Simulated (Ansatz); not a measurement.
**SiHO (doublet): the correlation ladder, cc-pVDZ**

One table from this session's results is given with a row withheld; the runs are named, their logs left out.

The runs use Ansatz 0.2.0, Gaussian basis; cc-pVDZ, core rule «outside noble gas», up to 6 orbitals frozen.

To be run: UHF; CCSD(T) on ROHF; CCSD(T) on UHF; BCCD(T) on ROHF; CISD; CCSDT(Q) on ROHF; CCSDT(Q) on UHF; CCSDTQ on ROHF; CCSDTQ on UHF.

8 further runs of the same task are left out: 4 for a known fault of the program, 4 set aside as unsound or not needed.

**The system**

The geometry is a PBE0/def2-TZVP stationary point (not a proven minimum).

3 atoms, charge 0, spin multiplicity 2.

Atoms are counted from 1 here; the program's logs count them from 0.

Bond lengths: Si1–O2 1.650 Å, O2–H3 0.962 Å. Angles: Si1–O2–H3 118.7°.

As a file:

```xyz
3

Si    0.00000    0.03096    0.63225
O     0.00000   -0.09880   -1.01286
H     0.00000    0.70568   -1.53973
```

The first run:

Input file in.yaml:

```yaml
crystal:
  periodic: [false, false, false]
  atoms:
    - {symbol: Si, position_ang: [0.000000, 0.030957, 0.632254]}
    - {symbol: O, position_ang: [0.000000, -0.098798, -1.012863]}
    - {symbol: H, position_ang: [0.000000, 0.705682, -1.539731]}
basis:
  gaussian: {orbitals: cc-pVDZ}
magnetization: {spin_polarized: true, initial_magnetization: 1}
hamiltonian: {xc: hf}
output: {orbitals: {seedname: orbitals}}
```

Started as:

```bash
> ansatz run in.yaml --threads 1 --pin off --events-out ev --progress --plain --max-ram 2560MiB --backend cpu
```

Steps of the session up to this table: UHF; CCSD(T) on ROHF; CCSD(T) on UHF; BCCD(T) on ROHF; CISD; CCSDT(Q) on ROHF; CCSDT(Q) on UHF; CCSDTQ on ROHF; CCSDTQ on UHF.

One table of the session follows, with a row left open; its other results are not shown here.

| method | from UCCSDTQ (meV) |
| --- | --- |
| ROHF | +7717.5 |
| UHF | ? |
| RMP2 | +736.7 |
| UMP2 | +749.3 |
| CISD | +783.6 |
| RCCSD | +223.7 |
| UCCSD | +220.8 |
| RCCSD(T) | +36.1 |
| UCCSD(T) | +36.1 |
| BCCD(T) | +33.9 |
| RCCSDT | +19.8 |
| UCCSDT | +19.7 |
| RCCSDT(Q) | +0.1 |
| UCCSDT(Q) | -2.6 |
| RCCSDTQ | +0.1 |
| UCCSDTQ | 0 |

Q: Estimate the row for UHF from the others.

**Answer.** from UCCSDTQ (meV): +7597.1. In the column «from UCCSDTQ (meV)» it lies between CISD (+783.6) and ROHF (+7717.5).

Limits of these values: Restricted and unrestricted rows rest on different reference determinants; where their highest levels disagree by more than a few hundredths of an eV, they describe different states and don't form one ladder.
